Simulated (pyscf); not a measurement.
Optimised with ωB97X-D3(BJ)/def2-SVP in PySCF.

Q: PBE/def2-TZVP puts the barrier of `[OH][PH][OH]` + `[SiH2]` [singlet] → `[OH][PH][O][SiH]` [singlet] + `[H][H]` (four-centre exchange; singlet surface; H–O, H–Si broken, O–Si, H–H formed) at -0.20 eV and the reaction energy at -1.23 eV, from the separated reactants. What do B3LYP-D3(BJ)/def2-TZVP, M06-2X/def2-TZVP, ωB97M-D3(BJ)/def2-TZVP give on the same structures?

A: B3LYP-D3(BJ): ΔE‡ = -0.02 eV, ΔE = -1.35 eV; M06-2X: ΔE‡ = -0.01 eV, ΔE = -1.38 eV; ωB97M-D3(BJ): ΔE‡ = 0.04 eV, ΔE = -1.30 eV. PBE's barrier lies under all of them, by 0.18 to 0.24 eV. Its reaction energy lies over all of them, by 0.06 to 0.15 eV. Low barriers are usual for a GGA, whose delocalisation error favours stretched bonds. On the reactant side the descent ends in an adduct with a O–Si contact, 0.94 eV under the separated species and 0.90 eV under the saddle at ωB97X-D3(BJ)/def2-TZVP. At PBE, B3LYP-D3(BJ), M06-2X the saddle lies under the separated reactants, which points to a path from their complex (located at ωB97X-D3(BJ) alone). What is counted as formed (O–Si) is already present as a longer contact in the reactant adduct; forming that adduct is a step of its own. The same reactants have a lower exit, to HO–P(OH)–SiH₃ (barrier -0.24 eV at ωB97M-D3(BJ)/def2-TZVP, against +0.04 eV here). One saddle was located; it need not be the lowest between these sides.
